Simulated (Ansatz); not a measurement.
Basis-set extrapolation for C2H2FNO2 (`OC1=NC(F)O1`) (PBE0-D4/def2-TZVP geometry, frozen core, Ansatz). Multiplicity 1, RHF reference.

```tsv
	def2-TZVPP	def2-QZVPP
HF	-380.635327	-380.652012
MP2 correlation	-1.215830	-1.311767
CCSD(T) correlation	-1.271955	not run
```

Energies in hartree. Use E(X) = E(∞) + A·exp(−7.88·√X) for Hartree–Fock and E(X) = E(∞) + B·X^(−2.97) for correlation, with X = 3 and 4, and add CCSD(T) minus MP2 of the smaller set to the MP2 limit.

Q: What is the CCSD(T) energy at the basis-set limit?

A: HF limit: -380.652012 + (-0.016685) × 0.13774 = -380.65431. MP2 limit: -1.311767 + (-0.095937) × 0.74074 = -1.38283. Higher-order term: -1.271955 − (-1.215830) = -0.05612. Total: -382.09326 hartree, 488.3 kJ/mol below CCSD(T)/def2-TZVPP.
